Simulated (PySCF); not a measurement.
Species: C₅H₆.
Atom-mapped SMILES: `[CH2:1]=[CH:2][C:3]#[C:4][CH3:5]` (hydrogens: H6, H7 on C1; H8 on C2; H9, H10, H11 on C5)

Method used: EOM-IP-CCSD/aug-cc-pVDZ in PySCF, restricted Hartree–Fock reference, 5 core orbitals frozen, non-relativistic, gas phase, PBE0-D3(BJ)/def2-SVP geometry.

Hartree–Fock orbital energies give these Koopmans values (eV): HOMO 8.91, HOMO-1 10.14, HOMO-2 12.20, HOMO-3 14.43, HOMO-4 15.92, HOMO-5 15.95, HOMO-6 16.61, HOMO-7 17.21.

What vertical ionisation energies does EOM-IP-CCSD give?

| leading hole (HF orbital) | Koopmans (eV) | EOM-IP-CCSD (eV) | change (eV) | one-hole share |
| --- | --- | --- | --- | --- |
| HOMO | 8.91 | 9.02 | +0.11 | 0.96 |
| HOMO-1 | 10.14 | 9.90 | -0.24 | 0.96 |
| HOMO-2 | 12.20 | 11.70 | -0.50 | 0.94 |
| HOMO-3 | 14.43 | 13.18 | -1.25 | 0.95 |
| HOMO-4 | 15.92 | 14.78 | -1.14 | 0.95 |
| HOMO-5 | 15.95 | 14.88 | -1.07 | 0.94 |
| HOMO-6 | 16.61 | 14.99 | -1.62 | 0.94 |
| HOMO-7 | 17.21 | 15.50 | -1.71 | 0.94 |

Does the order of the lines follow the orbital energies?

Yes, no two lines change places. The corrections run from -1.71 to +0.11 eV, with a mean of -0.93 eV over the 8 lines; EOM-IP-CCSD lies above the Koopmans value for HOMO. Koopmans values leave out both the relaxation of the orbitals and the change in correlation energy.

At what kinetic energies would He II light (40.81 eV) eject these electrons?

31.79 eV (HOMO), 30.91 eV (HOMO-1), 29.11 eV (HOMO-2), 27.63 eV (HOMO-3), 26.03 eV (HOMO-4), 25.93 eV (HOMO-5), 25.82 eV (HOMO-6), 25.31 eV (HOMO-7).

What total energy has the lowest final state, and which wavelength reaches it?

E(CCSD) + ionisation energy = -193.49624 + 0.33153 = -193.16471 Eh, at the geometry of the initial state. The threshold wavelength is 1239.84 eV nm/9.02 eV = 137.5 nm.

Lines less than 0.15 eV apart could change places at a higher level. One root was sought for each valence orbital with −ε under 21 eV, eight at most, so deeper holes and satellites are missing; no vibrational structure.

On one thread, Intel Xeon 6975P-C (x86_64), no GPU, shared host, this took 3.6 min of wall time and 3.0 GiB of memory at its peak.
